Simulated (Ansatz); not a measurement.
# AlSiH3 (triplet): the correlation ladder at distance Al1–H4 along a hydrogen transfer = 1.948 Å, cc-pVTZ

One table from this session's results is given with a row withheld; the runs are named, their logs left out.

Method: cc-pVTZ, core rule «outside noble gas», up to 10 orbitals frozen; program: Ansatz 0.2.0, Gaussian basis.

To be run: UHF; CCSD(T) on ROHF; CCSD(T) on UHF; BCCD(T) on ROHF; CISD; CCSDT(Q) on ROHF; CCSDT(Q) on UHF; CASSCF and NEVPT2, 4 electrons in 4 orbitals.

5 further runs of the same task are left out: 5 for a known fault of the program.

### The geometry

The geometry derives from fragments relaxed apart (PBE0/def2-TZVP) and kept rigid, so it is no stationary point. A hydrogen atom is moved between rigid fragments.

5 atoms, charge 0, spin multiplicity 3.

Atoms are counted from 1 here; the program's logs count them from 0.

Bond lengths: Al1–H2 1.586 Å, Al1–H3 1.586 Å, Al1–H4 1.948 Å. Angles: H2–Al1–H3 120.0°, H2–Al1–H4 120.0°, H3–Al1–H4 120.0°.

Set-up of the first run:

Contents of in.yaml:

```yaml
crystal:
  periodic: [false, false, false]
  atoms:
    - {symbol: Al, position_ang: [-1.877333, 0.000000, 0.000000]}
    - {symbol: H, position_ang: [-2.670257, 1.373384, 0.000000]}
    - {symbol: H, position_ang: [-2.670257, -1.373384, 0.000000]}
    - {symbol: H, position_ang: [0.070667, 0.000000, 0.000000]}
    - {symbol: Si, position_ang: [1.992667, 0.000000, 0.000000]}
basis:
  gaussian: {orbitals: cc-pVTZ}
magnetization: {spin_polarized: true, initial_magnetization: 2}
hamiltonian: {xc: hf}
output: {orbitals: {seedname: orbitals}}
```

Started as:

```bash
$ ansatz run in.yaml --threads 1 --pin off --events-out ev --progress --plain --max-ram 4096MiB --backend cpu
```

Steps of the session up to this table: UHF; CCSD(T) on ROHF; CCSD(T) on UHF; BCCD(T) on ROHF; CISD; CCSDT(Q) on ROHF; CCSDT(Q) on UHF; CASSCF and NEVPT2, 4 electrons in 4 orbitals.

One of the session's tables, all rows but one given; the rest of the session is left out.

It belongs to the step «Misses and costs». 

| method | from UCCSDT(Q) (kcal/mol) |
| --- | --- |
| ROHF | +134.75 |
| UHF | +131.50 |
| RMP2 | ? |
| UMP2 | +30.79 |
| CISD | +15.82 |
| RCCSD | +5.25 |
| UCCSD | +5.13 |
| RCCSD(T) | +1.18 |
| UCCSD(T) | +1.17 |
| BCCD(T) | +1.17 |
| RCCSDT | +0.21 |
| UCCSDT | +0.18 |
| RCCSDT(Q) | +0.03 |
| UCCSDT(Q) | 0 |
| CASSCF pair | +124.44 |
| NEVPT2 pair | +31.63 |

Estimate the missing values for RMP2.

**Answer.** from UCCSDT(Q) (kcal/mol): +30.21. In the column «from UCCSDT(Q) (kcal/mol)» it lies between CISD (+15.82) and UMP2 (+30.79).

To keep in mind: Restricted and unrestricted rows rest on different reference determinants; where their highest levels disagree by more than a few hundredths of an eV, they describe different states and don't form one ladder.
